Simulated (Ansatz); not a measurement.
```yaml
crystal:
  periodic: [false, false, false]
  atoms:
    - {symbol: C, position_ang: [-0.176555, 1.291544, -0.135420]}
    - {symbol: O, position_ang: [-0.747053, 0.111452, 0.216684]}
    - {symbol: C, position_ang: [0.105544, -0.971110, 0.259495]}
    - {symbol: F, position_ang: [0.482602, -1.342697, -1.008003]}
    - {symbol: H, position_ang: [0.728767, 1.271022, -0.729585]}
    - {symbol: H, position_ang: [-0.147384, -1.796751, 0.707919]}
    - {symbol: H, position_ang: [-0.447384, -1.796751, 0.707919]}
    - {symbol: H, position_ang: [1.020978, -0.734069, 0.813058]}
basis:
  gaussian: {orbitals: def2-SVPD}
magnetization: {spin_polarized: true, initial_magnetization: 1}
hamiltonian: {xc: {name: SPW92}}
output: {forces: true}
```

```sh
$ ansatz run in.yaml --threads 4 --pin off --events-out ev --progress --plain --max-ram 10444MiB
```

Output, abridged:

```
Functional definition: SPW92
964 factors; their error is unknown
mean field evaluation 1: about -6812.2776 eV, gradient 3.6e1 eV
mean field evaluation 2: about -6731.4111 eV, gradient 1.1e2 eV
mean field evaluation 4: about -6818.4375 eV, gradient 1.5e1 eV
mean field evaluation 8: about -6819.6492 eV, gradient 5.4e-1 eV
mean field evaluation 16: about -6819.6003 eV, gradient 7.1e-4 eV
mean field -6819.60032055 eV, -250.6156892893 hartree, gradient 4.7e-5 eV, S^2 0.752651; 6 other end points of the search recorded, 0 dependent functions left out
reference -6819.60035978 eV, -250.6156907306 hartree; 17, 16 occupied and 101, 102 virtual orbitals, 964 factors
Total energy: -6819.60035978 eV, -250.6156907306 hartree
Atom 0 at    -0.176555     1.291544    -0.135420 Å, force    -1.128660     1.797741     0.706950 eV/Å
Atom 1 at    -0.747053     0.111452     0.216684 Å, force    -0.328957    -2.463766     0.694961 eV/Å
Atom 2 at     0.105544    -0.971110     0.259495 Å, force     4.806851    13.754226    -6.964820 eV/Å
Atom 3 at     0.482602    -1.342697    -1.008003 Å, force    -0.543667    -1.099330     0.771242 eV/Å
Atom 4 at     0.728767     1.271022    -0.729585 Å, force     1.187559    -1.024830    -0.614055 eV/Å
Atom 5 at    -0.147384    -1.796751     0.707919 Å, force   119.256485    -8.218262     4.104160 eV/Å
Atom 6 at    -0.447384    -1.796751     0.707919 Å, force  -124.058463    -2.728170     0.681613 eV/Å
Atom 7 at     1.020978    -0.734069     0.813058 Å, force     0.808852    -0.017610     0.619949 eV/Å
Dipole moment:     0.264457    -1.292732     0.427159 e Å
```

Task: What is wrong with this run?

Result: One atom was put on top of another. Self-consistency was reached. The result belongs to that input, not to the molecule as meant.
